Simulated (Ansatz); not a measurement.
Scan of CH2, triplet: symmetric bend, bond length relaxed. Scanned: H-C-H angle. Other coordinates (C-H bond length) were minimised at PBE0/def2-TZVP.

Levels of theory: UKS-PBE/cc-pVDZ = Ansatz (a quantum-chemistry and plane-wave program) with unrestricted PBE/cc-pVDZ; UKS-B3LYP/cc-pVDZ = unrestricted B3LYP/cc-pVDZ (Ansatz); FCI/cc-pVDZ = full CI/cc-pVDZ, frozen core (Ansatz).

Energies relative to the lowest point of each profile, in kJ/mol; the last columns give the error against full CI:

```json
[
 {"a / °": "171.60", "UKS-PBE/cc-pVDZ": "17.0", "UKS-B3LYP/cc-pVDZ": "19.2", "FCI/cc-pVDZ": "26.6", "UKS-PBE/cc-pVDZ − FCI/cc-pVDZ": "-9.6", "UKS-B3LYP/cc-pVDZ − FCI/cc-pVDZ": "-7.4"},
 {"a / °": "165.85", "UKS-PBE/cc-pVDZ": "14.5", "UKS-B3LYP/cc-pVDZ": "16.5", "FCI/cc-pVDZ": "23.0", "UKS-PBE/cc-pVDZ − FCI/cc-pVDZ": "-8.5", "UKS-B3LYP/cc-pVDZ − FCI/cc-pVDZ": "-6.6"},
 {"a / °": "156.74", "UKS-PBE/cc-pVDZ": "9.1", "UKS-B3LYP/cc-pVDZ": "10.5", "FCI/cc-pVDZ": "15.2", "UKS-PBE/cc-pVDZ − FCI/cc-pVDZ": "-6.1", "UKS-B3LYP/cc-pVDZ − FCI/cc-pVDZ": "-4.8"},
 {"a / °": "149.23", "UKS-PBE/cc-pVDZ": "4.5", "UKS-B3LYP/cc-pVDZ": "5.3", "FCI/cc-pVDZ": "8.4", "UKS-PBE/cc-pVDZ − FCI/cc-pVDZ": "-3.9", "UKS-B3LYP/cc-pVDZ − FCI/cc-pVDZ": "-3.2"},
 {"a / °": "140.75", "UKS-PBE/cc-pVDZ": "0.7", "UKS-B3LYP/cc-pVDZ": "1.0", "FCI/cc-pVDZ": "2.4", "UKS-PBE/cc-pVDZ − FCI/cc-pVDZ": "-1.7", "UKS-B3LYP/cc-pVDZ − FCI/cc-pVDZ": "-1.4"},
 {"a / °": "132.26", "UKS-PBE/cc-pVDZ": "0.0", "UKS-B3LYP/cc-pVDZ": "0.0", "FCI/cc-pVDZ": "0.0", "UKS-PBE/cc-pVDZ − FCI/cc-pVDZ": "0.0", "UKS-B3LYP/cc-pVDZ − FCI/cc-pVDZ": "0.0"},
 {"a / °": "122.75", "UKS-PBE/cc-pVDZ": "4.7", "UKS-B3LYP/cc-pVDZ": "4.7", "FCI/cc-pVDZ": "3.5", "UKS-PBE/cc-pVDZ − FCI/cc-pVDZ": "1.1", "UKS-B3LYP/cc-pVDZ − FCI/cc-pVDZ": "1.2"},
 {"a / °": "114.06", "UKS-PBE/cc-pVDZ": "15.4", "UKS-B3LYP/cc-pVDZ": "15.8", "FCI/cc-pVDZ": "14.0", "UKS-PBE/cc-pVDZ − FCI/cc-pVDZ": "1.4", "UKS-B3LYP/cc-pVDZ − FCI/cc-pVDZ": "1.8"},
 {"a / °": "109.17", "UKS-PBE/cc-pVDZ": "24.6", "UKS-B3LYP/cc-pVDZ": "25.4", "FCI/cc-pVDZ": "23.4", "UKS-PBE/cc-pVDZ − FCI/cc-pVDZ": "1.2", "UKS-B3LYP/cc-pVDZ − FCI/cc-pVDZ": "2.1"},
 {"a / °": "99.09", "UKS-PBE/cc-pVDZ": "51.7", "UKS-B3LYP/cc-pVDZ": "53.8", "FCI/cc-pVDZ": "51.5", "UKS-PBE/cc-pVDZ − FCI/cc-pVDZ": "0.2", "UKS-B3LYP/cc-pVDZ − FCI/cc-pVDZ": "2.3"},
 {"a / °": "93.84", "UKS-PBE/cc-pVDZ": "70.6", "UKS-B3LYP/cc-pVDZ": "73.5", "FCI/cc-pVDZ": "71.2", "UKS-PBE/cc-pVDZ − FCI/cc-pVDZ": "-0.6", "UKS-B3LYP/cc-pVDZ − FCI/cc-pVDZ": "2.3"},
 {"a / °": "83.75", "UKS-PBE/cc-pVDZ": "117.1", "UKS-B3LYP/cc-pVDZ": "122.1", "FCI/cc-pVDZ": "119.7", "UKS-PBE/cc-pVDZ − FCI/cc-pVDZ": "-2.6", "UKS-B3LYP/cc-pVDZ − FCI/cc-pVDZ": "2.4"},
 {"a / °": "75.26", "UKS-PBE/cc-pVDZ": "167.7", "UKS-B3LYP/cc-pVDZ": "174.8", "FCI/cc-pVDZ": "172.2", "UKS-PBE/cc-pVDZ − FCI/cc-pVDZ": "-4.5", "UKS-B3LYP/cc-pVDZ − FCI/cc-pVDZ": "2.6"},
 {"a / °": "67.61", "UKS-PBE/cc-pVDZ": "223.1", "UKS-B3LYP/cc-pVDZ": "232.4", "FCI/cc-pVDZ": "229.9", "UKS-PBE/cc-pVDZ − FCI/cc-pVDZ": "-6.8", "UKS-B3LYP/cc-pVDZ − FCI/cc-pVDZ": "2.5"}
]
```

UKS-PBE/cc-pVDZ is furthest from FCI/cc-pVDZ at 171.60 (-9.6 kJ/mol, below); its mean absolute error over the points is 3.4 kJ/mol.

UKS-B3LYP/cc-pVDZ is furthest from FCI/cc-pVDZ at 171.60 (-7.4 kJ/mol, below); its mean absolute error over the points is 2.9 kJ/mol.

The scan ran from 180.0 to 60.0; beyond the range shown the relaxed coordinates jump or full CI changes its symmetry label.
